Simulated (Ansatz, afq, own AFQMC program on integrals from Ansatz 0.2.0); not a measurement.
AFQMC on a folder of integrals that Ansatz 0.2.0 wrote.

```yaml
crystal:
  periodic: [false, false, false]
  atoms:
    - {symbol: B, position_ang: [0.000000, 0.000000, 0.000000]}
    - {symbol: B, position_ang: [0.000000, 0.000000, 1.891000]}
basis:
  gaussian: {orbitals: cc-pVDZ}
magnetization: {spin_polarized: true, initial_magnetization: 2}
correlation: {method: ccsd_t, electrons: outside_noble_gas, hamiltonian_folder: ham}
```

```sh
$ ansatz run in.yaml --threads 1 --pin off --events-out ev --progress --plain --max-ram 16896MiB --backend cuda --devices 0, --max-vram 18GiB
```

afq runs on the folder ham with

```
--method phaseless --trial cid --walkers 160 --populations 1 --least-time 40 --time-step 0.005 --steps-per-block 10 --equilibration-blocks 120 --max-blocks 800 --target-error 0.00058 --factor-cut 1e-05 --start determinant --seed 8593 --taylor-order 6
```

Times are imaginary, in 1/Eh. The walk had a cap of 60 s.

Output of the walk:

```
orbitals 26  electrons 4 2  factors 178 of 266
reference energy -49.10810504 Eh
CCSD correlation -0.14056499 Eh in 12 cycles, weight of the determinant in the CISD state 0.8557
energy of the start -49.248613 Eh
 block  time / (1/Eh)  mean weight  energy / Eh
     1     0.050  0.9998  -49.248087
     2     0.100  0.9993  -49.247680
     3     0.150  0.9992  -49.247326
     4     0.200  1.0006  -49.247220
     5     0.250  1.0005  -49.247043
     7     0.350  0.9997  -49.247051
     9     0.450  1.0000  -49.246977
    24     1.200  0.9993  -49.249562
    70     3.500  0.9993  -49.252895
   116     5.800  0.9998  -49.255549
   162     8.100  0.9999  -49.258183
   208    10.400  1.0009  -49.254994
   254    12.700  0.9993  -49.256464
   300    15.000  1.0000  -49.256283
   346    17.300  0.9999  -49.256347
   392    19.600  1.0002  -49.256186
   438    21.900  1.0001  -49.254744
   484    24.200  0.9992  -49.256086
   530    26.500  0.9990  -49.253816
   576    28.800  0.9998  -49.257492
   599    29.950  0.9999  -49.259448
   622    31.100  0.9992  -49.250367
   668    33.400  0.9998  -49.251888
   714    35.700  0.9990  -49.258288
   760    38.000  1.0008  -49.259337
   806    40.300  1.0002  -49.253930
   852    42.600  0.9996  -49.255995
   898    44.900  1.0000  -49.258317
blocks merged  error / Eh  count
     1  0.000068  800
     2  0.000092  400
     4  0.000121  200
     8  0.000158  100
    16  0.000202  50
    32  0.000244  25
    64  0.000210  12
energy -49.255883 +/- 0.000244 Eh
(rows thinned)
```

The run passed its tests (sampling time, drift between the halves within three errors, error under three times the target), which doesn't prove that it has relaxed. The second half of the sampling lies above the first by 2.3 errors of their difference, so the energy may still be moving and its error bar be too small.

Against this walk (error 6.6 meV) on the same determinant: CCSD(T) 15.1 meV higher, CCSDT(Q) 52.1 meV lower, CCSDTQ 53.6 meV lower, full CI 56.3 meV lower. The error is statistical and leaves out the bias of the constraint. Full CI is exact here, so the walk's 56 meV above it is the walk's own error: the bias of the constraint with this trial, or a walk that hasn't relaxed.

Cautions: constraint bias not in the error; lower spins were not checked; an unrestricted solution with more broken spin lies lower (230 meV, ⟨S²⟩ 2.55).

The walk took 59 s on 1 × NVIDIA H100 80GB HBM3 with 2 threads of AMD EPYC 7R13 Processor (Zen 3), with other jobs on the host (the card was shared). The log's last line is the phaseless energy.

CCSDT and higher add their correlation energy to the determinant of the CCSD(T) run, since their own runs factorise the integrals more tightly (a shift of under 2 meV).
